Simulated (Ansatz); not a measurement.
# HNSi, singlet in 6-31G: errors against full CI

Geometry: a PBE0/def2-TZVP stationary point for this spin, not checked as a minimum.

```xyz
3

Si    0.0000    0.0000   -1.3636
N     0.0000    0.0000    0.1820
H     0.0000    0.0000    1.1816
```

Basis 6-31G; Ansatz 0.2.0. Only valence electrons are correlated (noble-gas cores frozen), which leaves 10 electrons in 18 orbitals. R marks a restricted (for open shells ROHF) determinant. Active spaces: pair = (2e, 2o) about the gap; valence = (10e, 9o) chosen from the atoms' valence shells.

Full CI is exact within this basis and frozen core; it isn't the basis-set limit.

```
UHF ⟨S²⟩                          : 0.000
T1 diagnostic (RCCSD)             : 0.0279
largest doubles amplitude (RCCSD) : 0.095
```

Q: From what is known of these methods and the diagnostics, rank them by the size of their error in total energy against full CI in 6-31G, smallest first (an estimate: the text doesn't fix the numbers).
A. MRCISD (pair space)
B. RCCSDT
C. MRCISD (valence space)
D. RCCSD(T)
E. CASSCF (pair space)

A: B (23 meV), D (36 meV), C (116 meV), A (499 meV), E (4500 meV).

All errors are against full CI in 6-31G. Within each family the higher level lies nearer, as is usual though not guaranteed.

The full-CI state has the irrep A1 of C2v, in the program's axes (one component, if the state is degenerate).

Natural occupations of full CI about the gap: 1.982 1.970 1.946 1.922 1.922 0.083 0.083 0.029 0.024 0.009; effectively unpaired electrons, Σ n²(2−n)², 0.12.
